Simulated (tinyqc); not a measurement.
Inside a calculation. Method: CIS on RHF in the sto-6g basis, frozen core, for HF, spin multiplicity 1. One step of it, computed by the program tinyqc.

Problem. CIS matrix, triplets. A(ia,jb) = (e_a - e_i) d_ij d_ab - (ij|ab).

orbital energies (hartree): MO1 -26.253240, MO2 -1.445383, MO3 -0.538157, MO4 -0.471157, MO5 -0.471157, MO6 0.454676

Two-electron integrals over orbitals (pq|rs), unique and non-zero (hartree); the lowest 1 orbital is frozen and left out:
```
(22|22) 0.867761    (32|22) -0.038831   (32|32) 0.146989    (33|22) 0.725102
(33|32) -0.027881   (33|33) 0.716447    (42|42) 0.186517    (43|42) -0.034251
(43|43) 0.040328    (44|22) 0.890714    (44|32) -0.072906   (44|33) 0.714128
(44|44) 0.998085    (52|52) 0.186517    (53|52) -0.034251   (53|53) 0.040328
(54|54) 0.053789    (55|22) 0.890714    (55|32) -0.072906   (55|33) 0.714128
(55|44) 0.890506    (55|55) 0.998085    (62|22) -0.107042   (62|32) -0.064699
(62|33) -0.028545   (62|44) -0.104496   (62|55) -0.104496   (62|62) 0.092709
(63|22) -0.207352   (63|32) 0.088943    (63|33) -0.107093   (63|44) -0.224015
(63|55) -0.224015   (63|62) 0.046529    (63|63) 0.207470    (64|42) -0.034644
(64|43) -0.019451   (64|64) 0.029862    (65|52) -0.034644   (65|53) -0.019451
(65|65) 0.029862    (66|22) 0.658175    (66|32) 0.057716    (66|33) 0.662381
(66|44) 0.636545    (66|55) 0.636545    (66|62) -0.060985   (66|63) -0.018517
(66|66) 0.697749
```

Give: CIS matrix A, triplet.

Solution.

CIS matrix A, triplet (hartree):
```
        2>6     3>6    4>6    5>6
2>6   1.242  -0.058  0.000  0.000
3>6  -0.058   0.330  0.000  0.000
4>6   0.000   0.000  0.289  0.000
5>6   0.000   0.000  0.000  0.289
```
